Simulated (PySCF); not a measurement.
Compound: C5H8O.
SMILES with atom numbers: `[CH2:1]=[CH:2]/[CH:3]=[CH:4]/[O:5][CH3:6]` (hydrogens: H7, H8 on C1; H9 on C2; H10 on C3; H11 on C4; H12, H13, H14 on C6)

Structure used (PBE0-D3(BJ)/def2-SVP), in Å, numbered top down from 1:
```xyz
14
C5H8O angstrom
C      2.2390    1.6122   -0.1994
C      1.5026    0.5617   -0.5919
C      0.2838    0.1082    0.0482
C     -0.3958   -0.9657   -0.4033
O     -1.5221   -1.4949    0.0847
C     -2.1062   -0.8813    1.2012
H      1.9505    2.2180    0.6652
H      3.1502    1.8986   -0.7288
H      1.8326   -0.0147   -1.4656
H     -0.0687    0.6699    0.9178
H     -0.0466   -1.5319   -1.2730
H     -3.0122   -1.4512    1.4421
H     -2.3816    0.1665    0.9870
H     -1.4254   -0.8956    2.0705
```

The calculation used PySCF 2.14.0, PBE0-D3(BJ)/def2-SVP geometry optimisation, gas phase.

Take the most abundant isotopes and a rigid rotor. The values belong to one conformer with, in the numbering `[CH2:1]=[CH:2]/[CH:3]=[CH:4]/[O:5][CH3:6]`, C1–C2–C3–C4 180°, C3–C4–O5–C6 0°.

Give the principal moments of inertia and the rotational constants in MHz.

Ia = 39.17, Ib = 315.44, Ic = 351.37 u·Å²; 505379 MHz·u·Å²/I gives A = 12903, B = 1602, C = 1438 MHz.

Classify the top.

A near-prolate asymmetric top. Ray's parameter κ = (2B − A − C)/(A − C) = -0.971; −1 is the prolate and +1 the oblate limit.

What does the inertial defect say?

Not planar: Δ = Ic − Ia − Ib = -3.24 u·Å². For a rigid frame Δ = −2 Σ m c², so Σ m c² = 1.62 u·Å² lies off the ab plane, practically all of it from hydrogen. The atom farthest from that plane is 0.90 Å away.

Give the other two planar moments, Paa and Pbb, and the rms extents of the mass along the axes.

Paa = Σ m a² = (Ib + Ic − Ia)/2 = 313.82 and Pbb = Σ m b² = (Ia + Ic − Ib)/2 = 37.55 u·Å². With the mass M = 84.06 u, the rms extents √(P/M) along a, b and c are 1.93, 0.67, 0.14 Å.

Where do the levels up to J = 4 lie, in cm⁻¹?

Above 0(0,0):
J = 1: 1(0,1) 0.1014, 1(1,1) 0.4784, 1(1,0) 0.4838
J = 2: 2(0,2) 0.3042, 2(1,2) 0.6757, 2(1,1) 0.6921, 2(2,1) 1.8230, 2(2,0) 1.8231
J = 3: 3(0,3) 0.6082, 3(1,3) 0.9718, 3(1,2) 1.0046, 3(2,2) 2.1273, 3(2,1) 2.1276, 3(3,1) 4.0257, 3(3,0) 4.0257
J = 4: 4(0,4) 1.0133, 4(1,4) 1.3664, 4(1,3) 1.4210, 4(2,3) 2.5329, 4(2,2) 2.5338, 4(3,2) 4.4315, 4(3,1) 4.4315, 4(4,1) 7.0892, 4(4,0) 7.0892
Those of J = 1 are B + C, A + C and A + B.

Which lines would a microwave search look for?

The dipole components are |μa| = 0.96 D, |μb| = 0.85 D, |μc| = 0.00 D; the mirror of this Cs structure is the ab plane, so μc vanishes by symmetry (the 0.01 D computed is a residue) and there are no c-type lines. The squared components, which scale the intensities, stand as 1.00 : 0.79 (a : b). Some lines, for components of 0.1 D or more:

```tsv
type	branch	J(Ka,Kc)	MHz	lower level (cm⁻¹)
a	Q	2(1,1) ← 2(1,2)	491	0.676
a	R	1(0,1) ← 0(0,0)	3040	0.000
a	R	2(1,2) ← 1(1,1)	5917	0.478
a	R	2(0,2) ← 1(0,1)	6079	0.101
a	R	2(1,1) ← 1(1,0)	6245	0.484
b	Q	1(1,0) ← 1(0,1)	11465	0.101
b	Q	2(1,1) ← 2(0,2)	11630	0.304
b	R	1(1,1) ← 0(0,0)	14341	0.000
b	R	2(1,2) ← 1(0,1)	17218	0.101
b	Q	2(2,0) ← 2(1,1)	33904	0.692
b	Q	2(2,1) ← 2(1,2)	34394	0.676
b	R	2(2,1) ← 1(1,0)	40147	0.484
b	R	2(2,0) ← 1(1,1)	40313	0.478
```

PBE0-D3(BJ)/def2-SVP frequencies: not computed here. No vibrational averaging or centrifugal distortion is included, and the geometry carries the error of its method. A rigid rotor knows nothing of internal rotation, which can split or shift real lines.

Hardware: one thread, Arm Neoverse V2, no GPU (shared host). Cost: 38 s. That covers the optimisation of the geometry.
